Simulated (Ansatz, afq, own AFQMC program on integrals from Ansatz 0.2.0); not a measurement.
**AlGeH₂, doublet → AlGeH2⁺, singlet**

```xyz
4

Ge   -0.0108    0.0000    0.6644
Al   -0.0327    0.0000   -1.7631
H     0.8273   -1.0534   -0.3408
H     0.8273    1.0534   -0.3408
```

Connectivity, by distances: Ge–Al, 2 bridging H.

E(singlet, charge +1) − E(doublet, charge +0) at this geometry, on UHF and RHF determinants.

Basis cc-pVDZ. Only valence electrons are correlated. Integrals, coupled cluster, full CI and functionals: Ansatz 0.2.0; the random walks run on the same integrals in our own AFQMC program. ph-AFQMC/CISD is guided by a CISD state made of CCSD amplitudes; releasing the constraint for a short imaginary time cuts its bias at the price of noise, slowly where states lie close. ± is one standard error of the sampling. No spin–orbit coupling. The errors of all members are added in quadrature.

No full CI on the walks' own integrals is used here; CCSDT(Q) serves as the reference and is uncertain by about the last step of the cluster series. Each member takes its own surest rung, up to full CI.

Errors are counted within cc-pVDZ, not against nature.

Cautions: inner d shell frozen; no relativity below Rb; no spin-orbit coupling; AlGeH₂ (doublet): unrestricted determinant slightly spin contaminated (⟨S²⟩ 0.85 against 0.75); AlGeH₂⁺ (singlet): restricted determinant unstable towards unrestricted (UHF 116 meV lower, ⟨S²⟩ 0.46), raised T1 diagnostic (T1 0.026, weight of the determinant 0.85, largest double 0.12), the released energies are still falling, so no released level is given (meV from the phaseless value at times in 1/Eh: -14 ± 14 at 0.24, -20 ± 12 at 0.51, -28 ± 12 at 0.99, -34 ± 11 at 1.62, -42 ± 13 at 2.40), though the last usable value meets CCSDT(Q) within the noise, its ph-AFQMC/CISD value lies 32 ± 11 meV above CCSDT(Q).

```csv
level,vertical ionization energy (kJ/mol)
CCSD,700.7
MP2,695.8
```

(1) From these cheaper values, estimate the vertical ionization energy at the reference level in cc-pVDZ.

(1) 700.2 kJ/mol (CCSDT(Q) in cc-pVDZ).

```
        level  vertical ionization energy (kJ/mol)  error against CCSDT(Q) (kJ/mol)
           HF                                692.0                             -8.2
      CCSD(T)                                700.1                             -0.1
        CCSDT                                700.4                              0.2
ph-AFQMC/CISD                          702.2 ± 1.4                        2.0 ± 1.4
```

Correlation beyond CCSD(T) changes it by less than 2 meV. The perturbative (T) step is worth −0.6 kJ/mol.

A walk keeps the symmetry of its determinant, which the program's search chose and which needn't be the lowest solution, so a lower state of the same spin and another symmetry isn't excluded.
